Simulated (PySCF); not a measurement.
Below is a simulated gas-phase P 2p photoelectron spectrum of phosphanylidenephosphane, `P(=P/[H])/[H]`.

Every computed line was given a Gaussian of 0.5 eV full width at half maximum and an area set by the number of equivalent atoms (split 2:1 within a doublet); the highest printed point is 100. Method used: PySCF 2.14.0, delta-SCF UKS SCAN, pcX-2 on the ionised atom, pcseg-1 elsewhere, spin-free X2C.

binding energy (eV), intensity and a bar:
```
    136.1          1 
    136.2          3 #
    136.3         10 ###
    136.4         25 #######
    136.5         50 ###############
    136.6         78 ########################
    136.7         99 ##############################
    136.8        100 ##############################
    136.9         81 ########################
    137.0         53 ################
    137.1         29 #########
    137.2         17 #####
    137.3         17 #####
    137.4         27 ########
    137.5         40 ############
    137.6         50 ###############
    137.7         50 ###############
    137.8         40 ############
    137.9         25 ########
    138.0         13 ####
    138.1          5 #
    138.2          2 
    138.3          0
```

How many maxima does the curve show, and how many computed lines lie under it?

The curve has 2 maxima (at 136.8 and 137.6 eV). Under it lie 2 lines from 1 inequivalent phosphorus site, drawn as a 2p3/2, 2p1/2 pair.

Decompose the envelope and assign each component. Numbering: `[H]/[P:1]=[P:2]\[H]`.

```csv
position (eV),relative area,line,atoms,environment
136.75,1.33,P 2p3/2,P1/P2,phosphorus bonded to P and H
137.65,0.67,P 2p1/2,P1/P2,phosphorus bonded to P and H
```

What are the centre and the root-mean-square width of the whole band?

The area-weighted mean of the lines is 137.05 eV. Their own spread about it is 0.42 eV (rms) and each Gaussian has σ = 0.5/2.355 = 0.21 eV; the variances add, which gives 0.47 eV.

The curve has no shake-up lines and no vibrational structure. The first atom of each set that the bonding makes equivalent was ionised and stands for the set. The 2p values aren't plain energy differences: one relaxed spin-free 2p hole is combined with a matrix within the shell (ground-state 2p orbital-energy differences and spin–orbit coupling). 2p3/2, the mean of its two sublevels, lies a third of the splitting below the shell's mean and 2p1/2 two thirds above it; the statistical areas are 2:1. 2p1/2 minus 2p3/2 (ligand field included): P 0.89 eV. Isolated species at its GFN2-xTB geometry, gas phase.
